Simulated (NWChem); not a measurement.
# ULC-wPBE (HJS form)/cc-pVDZ (density fitting with weigend coulomb fitting, COSMO-KS octanol, esp resp) run of C2HF2 (SMILES [CH]=C(F)F)

Aim: the energy difference between two shapes of C2HF2 at ULC-wPBE (HJS form)/cc-pVDZ (density fitting with weigend coulomb fitting, COSMO-KS octanol, esp resp), from 2 runs. 

The calculation is run with NWChem 7.3.0.

## Step 1: Starting point

The species is C2HF2 (5 atoms), meant as a doublet with charge 0. As SMILES, `[CH]=C(F)F`. The coordinates come from a PBE0-D4/def2-TZVP relaxation.

Bond lengths: C1–C2 1.301 Å, C2–F3 1.313 Å, C2–F4 1.320 Å, C1–H5 1.072 Å. Angles: C1–C2–F3 125.0°, C1–C2–F4 125.4°, F3–C2–F4 109.6°, C2–C1–H5 140.6°.

## Step 2: A single-point energy at ULC-wPBE (HJS form)/cc-pVDZ (density fitting with weigend coulomb fitting, COSMO-KS octanol, esp resp)

c2hf2.nw

```
START c2hf2
memory total 2200 mb

GEOMETRY units angstrom noautoz
   C       -0.028200       0.912700      -0.014900
   C        0.163600      -0.366100       0.124600
   F        1.043800      -0.911700       0.932500
   F       -0.492600      -1.313200      -0.520300
   H       -0.636600       1.604500      -0.563400
END

BASIS spherical bse
   * library cc-pVDZ
END

BASIS "cd basis" spherical
   * library "weigend coulomb fitting"
END

COSMO
   dielec 9.8629
   do_cosmo_ks true
END

DFT
   xc xwpbe 1.00 cpbe96 1.0 hfexch 1.00
   cam 0.4 cam_alpha 0.00 cam_beta 1.00
   mult 2
   grid coarse
   convergence energy 1e-07
   direct
   maxiter 150
END

ESP
   restrain
   range 0.4
   spacing 0.035
   recalculate
END

TASK dft energy
TASK esp
```

On the command line:

```
$ nwchem c2hf2.nw > c2hf2.out
```

Output, shortened:

```text
[...]
 Group name             Cs
[...]
          Wavefunction type:  spin polarized.
          No. of atoms     :     5
          No. of electrons :    31
[...]
          Charge           :     0
          Spin multiplicity:     2
[...]
          AO basis - number of functions:    61
[...]
              XC Information
              --------------
                     Hartree-Fock (Exact) Exchange  1.000
                     LC-wPBE(h)Exchange Functional  1.000
            Perdew 1991 LDA Correlation Functional  1.000 local
           PerdewBurkeErnz. Correlation Functional  1.000 non-local
[...]
 d= 0,ls=0.0,diis     1   -276.0848872822 -3.86D+02  7.29D-03  2.43D-01     1.3
[...]
 d= 0,ls=0.0,diis     6   -276.1935884956 -5.74D-08  2.45D-06  1.06D-08    21.3
[...]
         Total DFT energy =     -276.193588495583
      One electron energy =     -599.236026471608
           Coulomb energy =      244.945021737721
    Exchange-Corr. energy =      -31.917869185879
 Nuclear repulsion energy =      109.976047891454
             COSMO energy =        0.039237532729
[...]
      <S2> =      0.7649 (Exact =     0.7500)
[...]
 Dipole moment                                  0.531988    0.531625    0.531940
 Quadrupole moment Qxx                         -3.312221   -3.292176   -3.293361
                   Qyy                          2.216818    2.208510    2.210951
                   Qzz                          1.095403    1.083666    1.082409
[...]
```

It took 26 s on 1 thread of AMD EPYC 7B13 (Zen 3), shared host; peak memory 0.11 GiB.

## Step 3: The distorted shape

sp.xyz

```xyz
5

C      0.060850     0.824480    -0.003835
C      0.202901    -0.565596    -0.042841
F      1.013826    -0.896073     1.048297
F     -0.620928    -1.234694    -0.322428
H     -0.471699     1.562531    -0.426548
```

sp.nw

```
START sp
memory 2200 mb

GEOMETRY units angstrom noautoz
  load sp.xyz
END

BASIS spherical bse
  C library cc-pVDZ
  F library cc-pVDZ
  H library cc-pVDZ
END

BASIS "cd basis" spherical
  C library "weigend coulomb fitting"
  F library "weigend coulomb fitting"
  H library "weigend coulomb fitting"
END

COSMO
  dielec 9.8629
  do_cosmo_ks true
END

DFT
  xc xwpbe 1.00 cpbe96 1.0 hfexch 1.00
  cam 0.4 cam_alpha 0.00 cam_beta 1.00
  mult 2
  grid coarse
  convergence energy 1e-07
  direct
  maxiter 150
END

ESP
  restrain
  range 0.4
  spacing 0.035
  recalculate
END

TASK dft energy
TASK esp
```

On the command line:

```
$ nwchem sp.nw > sp.out
```

Output, shortened:

```text
[...]
          Wavefunction type:  spin polarized.
          No. of atoms     :     5
          No. of electrons :    31
[...]
          Charge           :     0
          Spin multiplicity:     2
[...]
          AO basis - number of functions:    61
[...]
              XC Information
              --------------
                     Hartree-Fock (Exact) Exchange  1.000
                     LC-wPBE(h)Exchange Functional  1.000
            Perdew 1991 LDA Correlation Functional  1.000 local
           PerdewBurkeErnz. Correlation Functional  1.000 non-local
[...]
 d= 0,ls=0.0,diis     1   -275.9474026092 -3.89D+02  8.12D-03  2.81D-01     1.4
[...]
 d= 0,ls=0.0,diis    11   -276.0848858784 -2.98D-08  1.81D-06  3.48D-10    36.1
[...]
         Total DFT energy =     -276.084885878440
      One electron energy =     -605.585928033210
           Coulomb energy =      248.017899736146
    Exchange-Corr. energy =      -32.017039190230
 Nuclear repulsion energy =      113.517260462294
             COSMO energy =       -0.017078853441
[...]
      <S2> =      0.8654 (Exact =     0.7500)
[...]
 Dipole moment                                  0.886527    0.886096    0.886267
 Quadrupole moment Qxx                          3.090248    3.092267    3.093105
                   Qyy                         -2.867575   -2.867339   -2.866876
                   Qzz                         -0.222673   -0.224927   -0.226230
[...]
```

Run time: 41 s. Hardware: 1 thread of AMD EPYC 7B13 (Zen 3), shared host; peak memory 0.11 GiB.

## Step 4: Summary of results

At ULC-wPBE (HJS form)/cc-pVDZ (density fitting with weigend coulomb fitting, COSMO-KS octanol, esp resp):

```
                                           quantity          value
                          first shape: total energy  -276.19359 Eh
                         first shape: dipole moment         1.33 D
    first shape: HOMO energy (highest over α and β)      -10.35 eV
     first shape: LUMO energy (lowest over α and β)       -0.05 eV
            first shape: solvent term in the energy    -5.2 kJ/mol
                                  first shape: ⟨S²⟩          0.765
                      distorted shape: total energy  -276.08489 Eh
                     distorted shape: dipole moment         2.23 D
distorted shape: HOMO energy (highest over α and β)       -9.24 eV
 distorted shape: LUMO energy (lowest over α and β)        0.87 eV
        distorted shape: solvent term in the energy    -9.7 kJ/mol
                              distorted shape: ⟨S²⟩          0.865
             energy change with the atoms displaced       2.958 eV
```

What this shows: With the atoms displaced the energy rises by 2.96 eV (285 kJ/mol). The first shape isn't relaxed at this level, so the change isn't measured from a minimum. ⟨S²⟩ (distorted shape) is 0.87 where a pure doublet has 0.75: the reference is spin-contaminated.
